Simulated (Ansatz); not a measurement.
Geometry optimisation, UKS PBE0/def2-SVP (Ansatz 0.2.0).

Input:

```yaml
crystal:
  periodic: [false, false, false]
  atoms:
    - { symbol: C, position_ang: [-0.58704, 0.78912, -0.34347] }
    - { symbol: B, position_ang: [0.52886, -0.23579, 0.2155] }
    - { symbol: "N", position_ang: [0.35379, -1.51592, 0.40753] }
    - { symbol: H, position_ang: [-1.50592, 0.26078, -0.57046] }
    - { symbol: H, position_ang: [-0.22914, 1.2794, -1.24381] }
    - { symbol: H, position_ang: [-0.79355, 1.55441, 0.39896] }
    - { symbol: H, position_ang: [1.56943, 0.28738, 0.45279] }
    - { symbol: H, position_ang: [0.66357, -2.41938, 0.68296] }
magnetization:
  spin_polarized: true
  initial_magnetization: 1
basis:
  gaussian: { orbitals: def2-SVP }
hamiltonian:
  xc: pbe0
relax:
  f_tol: 0.015
  max_steps: 40
```

Run as:

```bash
$ ansatz run input.yaml --threads 1 --pin off --max-ram 2048MiB --backend cpu --events-out ev --progress --plain --runs-dir out
```

Q: Where does it end, and by what steps?

A: The forces met the threshold. After 4 steps the energy has fallen by 0.118 eV; H7 moved furthest, 0.07 Å.

| step | energy less start (eV) | largest force component (eV/Å) | accepted |
| --- | --- | --- | --- |
| 0 | 0.0000 | 2.092 | yes |
| 1 | -0.0894 | 1.000 | yes |
| 2 | -0.1151 | 0.187 | yes |
| 3 | -0.1179 | 0.039 | yes |
| 4 | -0.1181 | 0.015 | yes |

```xyz
8
Properties=species:S:1:pos:R:3
C -0.605 0.780 -0.347
B 0.512 -0.195 0.207
N 0.397 -1.518 0.415
H -1.553 0.273 -0.575
H -0.239 1.278 -1.260
H -0.795 1.578 0.389
H 1.622 0.256 0.495
H 0.661 -2.452 0.677
```

Whether the end is a true minimum wasn't checked by a vibrational analysis.

Time of the run: 22 s on 1 thread of Intel(R) Xeon(R) Platinum 8259CL CPU @ 2.50GHz (Skylake/Cascade Lake), on a shared host, peak memory 0.16 GiB.
